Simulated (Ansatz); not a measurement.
# CH2Cl2FO2: the cost of one run

Program: Ansatz 0.2.0. Level of theory: RHF/def2-SVPD. These are calculated values, not measurements.

### 1 Starting geometry

7 atoms, charge 0, spin multiplicity 1.

Atoms are counted from 1 here; the program's logs count them from 0.

Bond lengths: O1–C2 1.372 Å, O1–H6 0.976 Å, C2–O3 1.372 Å, C2–F4 1.365 Å, C2–Cl5 1.824 Å, O3–H7 0.978 Å. Angles: C2–O1–H6 108.5°, O1–C2–O3 114.8°, O1–C2–F4 105.3°, O1–C2–Cl5 111.9°, O3–C2–F4 111.0°, O3–C2–Cl5 105.7°, F4–C2–Cl5 107.9°, C2–O3–H7 107.4°.

Coordinates:

```csv
atom,x (Å),y (Å),z (Å)
O1,-1.0254,0.0707,0.6438
C2,-0.0533,-0.1073,-0.3081
O3,1.2311,-0.1158,0.1752
F4,-0.3560,-1.2917,-0.9158
Cl5,-0.0947,1.2014,-1.5775
H6,-0.9092,0.9534,1.0429
H7,1.2688,-0.7786,0.8936
```

This geometry comes from a loose relaxation at PBE in a small basis, which is not shown.

### 4 The grid

The probe is moved over the molecule's main plane (x and y are the axes of that plane, centred on the molecule).

The axes are (1) x of the probe's Cl atom: 17 values from −4.72 Å; (2) y of the probe's Cl atom: 17 values from −4.72 Å.

Nothing else is relaxed (molecule and probe rigid). Energies count from molecule and probe far apart, each relaxed in its own basis (no counterpoise correction). Points are written as (first, second).

The probe Cl- moves over a plane: the molecule's main plane. The molecule is turned into the frame of its main axes, as the inputs below show.

(The set-up runs are not shown.)

### 5 The run at (−2.36 Å, 4.13 Å)

input.yaml reads:

```yaml
crystal:
  periodic: [false, false, false]
  atoms:
    - { symbol: O, position_ang: [0.692755, 0.852744, -0.855181] }
    - { symbol: C, position_ang: [0.096962, -0.013549, -0.014345] }
    - { symbol: O, position_ang: [0.370438, -1.303352, -0.283559] }
    - { symbol: F, position_ang: [0.520188, 0.305985, 1.198094] }
    - { symbol: Cl, position_ang: [-1.680342, 0.158173, -0.045009] }
    - { symbol: H, position_ang: [0.383593, 0.726019, -1.739813] }
    - { symbol: H, position_ang: [1.308412, -1.437956, -0.252687] }
    - { symbol: Cl, position_ang: [-2.36, 4.13, 0.0] }
total_charge: -1
basis:
  gaussian: { orbitals: def2-SVPD }
hamiltonian:
  xc: hf
output:
  forces: true
```

The run is started by

```sh
$ ansatz run input.yaml --threads 1 --pin off --max-ram 2560MiB --backend cpu --events-out ev --progress --plain --runs-dir out
```

Q: Estimate wall time and peak memory on 1 thread of Arm Neoverse V2, shared host.

About 5.5 s, with a peak of 0.38 GiB.
